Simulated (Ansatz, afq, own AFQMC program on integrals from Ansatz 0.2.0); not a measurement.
# Where AFQMC and coupled cluster stand for SiNH$_{4}$, doublet

```tsv
atom	x (Å)	y (Å)	z (Å)
Si	-0.1190	0.0000	0.8336
N	0.1659	0.0000	-1.5655
H	0.5509	-1.2268	1.3593
H	0.5509	1.2268	1.3593
H	-0.0466	-0.8301	-2.0962
H	-0.0466	0.8301	-2.0962
```

Connectivity, by distances: SiH2 ··· NH2.

Basis 6-31G. Only valence electrons are correlated. AFQMC by an in-house program on the Cholesky factors that Ansatz 0.2.0 writes for its CCSD(T) run. The CISD trial takes its coefficients from CCSD amplitudes. Released means that phaseless walkers are propagated on without the constraint, phases kept. Uncertainties: one standard error, sampling alone.

Determinant: ROHF, the one that the program's search chose, which needn't be the lowest solution. The geometry is a point of a scan.

No full CI on the walks' own integrals is used here; CCSDT(Q) serves as the reference and is uncertain by about the last step of the cluster series.

Cautions: higher spins were not checked; a spin-contaminated unrestricted determinant lies lower (UHF 276 meV lower, ⟨S²⟩ 0.95); the search met a lower determinant of the same kind, perhaps of another symmetry (13 meV lower); strong correlation (T1 0.050, weight of the determinant 0.84, largest double 0.08); the released energies are still falling, so no released level is given (meV from the phaseless value at times in 1/Eh: -3 ± 27 at 0.24, -9 ± 21 at 0.51, -33 ± 28 at 0.99, -49 ± 25 at 1.62, -91 ± 50 at 2.40), though the last usable value meets CCSDT(Q) within the noise.

The T1 diagnostic is 0.0501. The weight of the determinant in the CISD state is 0.837 and the size of the correlated space is 13 electrons in 24 orbitals.

| level | correlation energy (eV) |
| --- | --- |
| MP2 | -4.6521 |
| CCSD | -5.4004 |
| CCSD(T) | -5.5471 |

**Question.** Estimate where phaseless AFQMC with the Hartree–Fock trial lies against CCSD(T) on the same integrals.

**Answer.** 4.00 ± 1.60 kcal/mol below CCSD(T).

Reference: CCSDT(Q), correlation energy -5.601 eV.

```json
{"level": "CCSD(T)", "E − E(reference) (kcal/mol)": "1.24", "share of correlation (%)": "99.04"}
{"level": "CCSDT", "E − E(reference) (kcal/mol)": "0.47", "share of correlation (%)": "99.64"}
{"level": "ph-AFQMC/HF", "E − E(reference) (kcal/mol)": "-2.76 ± 1.60", "share of correlation (%)": "102.14"}
{"level": "ph-AFQMC/CISD", "E − E(reference) (kcal/mol)": "0.95 ± 0.47", "share of correlation (%)": "99.27"}
```

A walk keeps the symmetry of its determinant, which the program's search chose and which needn't be the lowest solution, so a lower state of the same spin and another symmetry isn't excluded.
